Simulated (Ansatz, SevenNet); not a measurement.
# How well does each level of theory give the volume per atom of wurtzite GaN?

Reference value: 11.42 Å³/atom (measured, 300 K, not corrected to a static lattice; as tabulated in Wikipedia's data pages).

### Question
Put these levels in order of the volume per atom that they give for wurtzite GaN, smallest first: LDA (Ansatz, an electronic-structure program), SevenNet-l3i5, rVV10 (Ansatz), r²SCAN-D4 (Ansatz).

### Answer
LDA (11.05 Å³/atom), r²SCAN-D4 (11.26 Å³/atom), SevenNet-l3i5 (11.73 Å³/atom), rVV10 (11.94 Å³/atom)

Differences against the reference: SevenNet-l3i5 +2.7 %, LDA -3.2 %, rVV10 +4.6 %, r²SCAN-D4 -1.4 %.

The reference isn't brought to a static lattice, while the calculations are for one, so the differences are not the levels' errors alone. A static lattice is as a rule a little smaller than the measured one.  Cutoffs differ between the levels. Ansatz's density-functional and Hartree–Fock values are scalar-relativistic unless marked +SOC, with PAW data made under PBE.

Machine-learned potentials (SevenNet-l3i5) are trained on DFT data: a solid inside that data is no test of them.

Differences are worked out from the printed values.
